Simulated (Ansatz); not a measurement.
Born–Oppenheimer molecular dynamics of C2H6Al (9 atoms, charge 1, multiplicity 1). It goes on from the last frame of an earlier run, with new velocities.

These are results of Ansatz, RKS revPBE/6-31G*, not measurements.

```yaml
ensemble: NVT, Nosé–Hoover chain
time_step: 1 fs
steps_asked: 100
set_temperature: 700 K
thermostat: time constant 100 fs, chain length 3 (defaults)
seed: 205282
```

Frames 1 fs apart, positions in Å, forces in eV/Å.

Velocities at 80.0 fs (Å/ps):

```
C -6.03 -0.41 5.20
Al 2.72 3.41 -2.31
C 2.38 -8.42 -0.80
H -3.07 33.49 -27.72
H -6.82 7.60 -20.64
H -11.02 -13.88 -23.36
H -11.99 -8.50 25.61
H -20.78 17.72 22.38
H 24.52 -22.64 33.31
```

```xyz
9
Properties=species:S:1:pos:R:3:forces:R:3 time_fs=80.0 energy_less_start_eV=0.202 T=575
C -0.963 1.234 -1.176 -1.51 -0.32 2.61
Al 0.200 0.081 -0.130 -0.72 -0.71 0.30
C 0.763 -1.372 1.114 1.22 -0.24 -4.02
H -2.014 0.789 -1.184 1.07 0.20 -0.29
H -0.598 1.529 -2.097 0.74 0.27 -2.70
H -1.065 2.197 -0.643 -0.02 0.05 0.36
H 0.355 -2.361 0.824 -0.47 0.30 0.32
H 0.618 -1.038 2.082 -0.17 0.41 2.56
H 1.836 -1.459 0.791 -0.14 0.05 0.86
9
Properties=species:S:1:pos:R:3:forces:R:3 time_fs=81.0 energy_less_start_eV=0.034 T=749
C -0.969 1.233 -1.169 -0.53 -0.21 0.59
Al 0.202 0.084 -0.132 -0.70 -0.84 0.31
C 0.766 -1.381 1.111 1.25 0.46 -2.09
H -2.013 0.824 -1.213 0.60 -0.16 -0.17
H -0.601 1.538 -2.130 0.28 -0.19 -1.17
H -1.076 2.183 -0.664 -0.03 0.77 0.77
H 0.341 -2.368 0.851 -0.43 0.27 0.21
H 0.596 -1.018 2.117 0.09 -0.16 0.72
H 1.860 -1.482 0.829 -0.53 0.08 0.84
9
Properties=species:S:1:pos:R:3:forces:R:3 time_fs=82.0 energy_less_start_eV=0.035 T=757
C -0.976 1.232 -1.163 0.58 0.10 -1.22
Al 0.204 0.087 -0.134 -0.67 -0.95 0.33
C 0.770 -1.389 1.107 1.11 1.09 -0.34
H -2.005 0.857 -1.244 -0.07 -0.56 -0.09
H -0.602 1.545 -2.175 -0.14 -0.60 0.37
H -1.087 2.177 -0.679 -0.01 1.26 1.00
H 0.322 -2.372 0.881 -0.37 0.23 0.09
H 0.575 -1.000 2.159 0.34 -0.66 -0.86
H 1.879 -1.503 0.874 -0.77 0.09 0.72
9
Properties=species:S:1:pos:R:3:forces:R:3 time_fs=83.0 energy_less_start_eV=0.152 T=643
C -0.983 1.232 -1.157 1.40 0.65 -2.21
Al 0.207 0.090 -0.136 -0.65 -1.05 0.35
C 0.775 -1.396 1.103 0.85 1.46 0.83
H -1.998 0.884 -1.276 -0.70 -0.88 -0.04
H -0.603 1.546 -2.216 -0.35 -0.80 1.42
H -1.099 2.182 -0.683 0.06 1.23 0.93
H 0.300 -2.375 0.911 -0.28 0.24 -0.02
H 0.558 -0.988 2.192 0.49 -0.91 -1.79
H 1.890 -1.524 0.927 -0.82 0.08 0.54
9
Properties=species:S:1:pos:R:3:forces:R:3 time_fs=84.0 energy_less_start_eV=0.244 T=548
C -0.989 1.232 -1.153 1.66 1.33 -2.47
Al 0.208 0.092 -0.138 -0.62 -1.13 0.38
C 0.780 -1.402 1.099 0.47 1.58 1.50
H -1.997 0.904 -1.308 -0.97 -1.02 0.04
H -0.609 1.540 -2.244 -0.39 -0.82 1.96
H -1.110 2.200 -0.679 0.16 0.69 0.61
H 0.276 -2.375 0.941 -0.15 0.29 -0.14
H 0.545 -0.985 2.209 0.54 -0.96 -2.18
H 1.894 -1.544 0.985 -0.71 0.04 0.31
9
Properties=species:S:1:pos:R:3:forces:R:3 time_fs=85.0 energy_less_start_eV=0.248 T=545
C -0.993 1.232 -1.151 1.31 1.87 -2.33
Al 0.210 0.094 -0.140 -0.58 -1.19 0.40
C 0.786 -1.407 1.097 0.01 1.52 1.79
H -2.006 0.913 -1.340 -0.76 -0.96 0.21
H -0.618 1.525 -2.254 -0.30 -0.72 2.09
H -1.119 2.224 -0.670 0.25 -0.05 0.20
H 0.249 -2.372 0.969 0.01 0.37 -0.26
H 0.537 -0.991 2.204 0.51 -0.83 -2.15
H 1.891 -1.564 1.046 -0.44 -0.01 0.06
9
Properties=species:S:1:pos:R:3:forces:R:3 time_fs=86.0 energy_less_start_eV=0.187 T=609
C -0.996 1.235 -1.151 0.56 2.07 -1.93
Al 0.212 0.096 -0.142 -0.54 -1.24 0.43
C 0.792 -1.411 1.095 -0.44 1.33 1.69
H -2.022 0.913 -1.370 -0.20 -0.76 0.46
H -0.630 1.504 -2.243 -0.10 -0.50 1.81
H -1.126 2.248 -0.658 0.30 -0.69 -0.16
H 0.223 -2.366 0.996 0.17 0.43 -0.39
H 0.534 -1.005 2.179 0.37 -0.55 -1.72
H 1.883 -1.585 1.108 -0.11 -0.08 -0.19
9
Properties=species:S:1:pos:R:3:forces:R:3 time_fs=87.0 energy_less_start_eV=0.136 T=662
C -0.999 1.239 -1.152 -0.31 1.89 -1.22
Al 0.213 0.097 -0.143 -0.50 -1.29 0.45
C 0.798 -1.414 1.096 -0.69 1.01 1.12
H -2.040 0.907 -1.396 0.40 -0.51 0.72
H -0.642 1.478 -2.215 0.22 -0.19 1.09
H -1.131 2.265 -0.647 0.30 -1.10 -0.41
H 0.199 -2.355 1.018 0.30 0.42 -0.53
H 0.535 -1.024 2.138 0.11 -0.08 -0.82
H 1.875 -1.605 1.168 0.17 -0.15 -0.41
9
Properties=species:S:1:pos:R:3:forces:R:3 time_fs=88.0 energy_less_start_eV=0.182 T=613
C -1.002 1.245 -1.154 -1.13 1.38 -0.08
Al 0.214 0.097 -0.144 -0.45 -1.32 0.47
C 0.803 -1.415 1.097 -0.58 0.53 0.02
H -2.055 0.895 -1.414 0.84 -0.29 0.94
H -0.653 1.450 -2.176 0.68 0.19 -0.14
H -1.132 2.272 -0.641 0.26 -1.22 -0.52
H 0.177 -2.341 1.036 0.38 0.33 -0.67
H 0.537 -1.044 2.088 -0.30 0.58 0.59
H 1.868 -1.628 1.224 0.30 -0.18 -0.60
9
Properties=species:S:1:pos:R:3:forces:R:3 time_fs=89.0 energy_less_start_eV=0.342 T=449
C -1.006 1.252 -1.157 -1.75 0.65 1.25
Al 0.215 0.098 -0.146 -0.40 -1.33 0.49
C 0.807 -1.417 1.098 -0.15 0.02 -1.27
H -2.061 0.880 -1.424 1.05 -0.13 1.05
H -0.657 1.424 -2.138 1.20 0.55 -1.61
H -1.131 2.267 -0.640 0.19 -1.04 -0.50
H 0.158 -2.323 1.047 0.39 0.15 -0.78
H 0.535 -1.059 2.044 -0.77 1.29 2.14
H 1.864 -1.652 1.275 0.24 -0.16 -0.77
9
Properties=species:S:1:pos:R:3:forces:R:3 time_fs=90.0 energy_less_start_eV=0.460 T=333
C -1.011 1.259 -1.158 -1.90 -0.15 1.99
Al 0.216 0.097 -0.147 -0.34 -1.33 0.51
C 0.812 -1.418 1.098 0.26 -0.20 -1.84
H -2.057 0.864 -1.424 1.02 -0.03 1.04
H -0.650 1.403 -2.116 1.51 0.74 -2.52
H -1.128 2.252 -0.643 0.08 -0.55 -0.32
H 0.144 -2.304 1.051 0.34 -0.06 -0.84
H 0.527 -1.061 2.020 -1.02 1.67 2.90
H 1.863 -1.678 1.318 0.05 -0.09 -0.91
9
Properties=species:S:1:pos:R:3:forces:R:3 time_fs=91.0 energy_less_start_eV=0.383 T=409
C -1.018 1.266 -1.158 -1.29 -0.90 1.39
Al 0.216 0.096 -0.147 -0.27 -1.31 0.53
C 0.816 -1.420 1.097 0.29 0.13 -1.09
H -2.044 0.848 -1.414 0.75 -0.02 0.91
H -0.629 1.389 -2.118 1.30 0.68 -2.11
H -1.125 2.232 -0.649 -0.04 0.21 0.00
H 0.132 -2.285 1.046 0.24 -0.26 -0.84
H 0.509 -1.047 2.025 -0.81 1.43 2.22
H 1.862 -1.705 1.353 -0.17 0.03 -1.00
```

Of the whole run (100 fs, mean temperature of the second half 534 K): The conserved energy stayed within 2.4 meV per atom of its start (net change 0.54 meV per atom), so the integration is sound. The mean temperature of the second half is 24 % below the set value. A run of 0.1 ps of so small a system gives no equilibrium averages. Limits of this set-up: the dipole of an ion depends on the origin.

Run time: 2.3 min on 1 thread of AMD EPYC 7R43 64-Core Processor (Zen 3) (shared host), peak memory 0.1 GiB.
